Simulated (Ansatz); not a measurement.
Equation of state of W

```
W
1.0
    -1.59227    1.59227    1.59227
     1.59227   -1.59227    1.59227
     1.59227    1.59227   -1.59227
W
1
Cartesian
  0.0000 0.0000 0.0000
```

The conventional cell has a = 3.185 Å, b = 3.185 Å, c = 3.185 Å, α = 90.00°, β = 90.00°, γ = 90.00°. W (atom 1) is surrounded by 8 W at 2.76 Å.

The cell was built from the bcc type and relaxed in the same program, and has space group Im-3m; it needn't be a known or the stable phase.

No spin–orbit coupling, which matters for the heavy atoms here.

All numbers are computed: DFT, PBE, all-electron LAPW, scalar-relativistic (Ansatz 0.2.0); DFT, PBE, PAW with Ansatz's default frozen-core files, scalar-relativistic (Ansatz 0.2.0).

For LAPW: a Γ-centred 14×14×14 k mesh, Fermi–Dirac smearing of 0.08 eV, basis error target 0.25 meV/atom, no spin polarisation. PAW takes a cutoff of 420 eV at this cell. The Ansatz runs share mesh, smearing and spin set-up. Plane-wave (PAW) pressures include the program's estimate of the Pulay term.

The cell above is scaled evenly, with fractional coordinates and shape held.

```tsv
V/V(cell)	V (Å³/atom)	P, LAPW (GPa)	P, PAW (GPa)	free energy over the lowest listed, PAW (meV/atom)
0.9600	15.502	?	?	?
0.9800	15.825	6.42	6.35	6.3
1.0000	16.148	0.09	0.00	0.0
1.0200	16.471	-5.64	-5.75	5.9
1.0400	16.794	-10.82	-10.94	22.8
```

Fill in the row V/V(cell) = 0.9600.

P, LAPW (GPa) = 13.42, P, PAW (GPa) = 13.38, free energy over the lowest listed, PAW (meV/atom) = 26.1.

What do Birch–Murnaghan fits to the pressures give?

LAPW: V0 = 16.15 Å³/atom, B0 = 301 GPa, B0′ = 4.0; PAW: V0 = 16.15 Å³/atom, B0 = 302 GPa, B0′ = 4.0.

PAW's V0 lies -0.03 % from the all-electron value and its B0 0.4 %. Symmetry fixes shape and coordinates here, so this is the relaxed modulus.
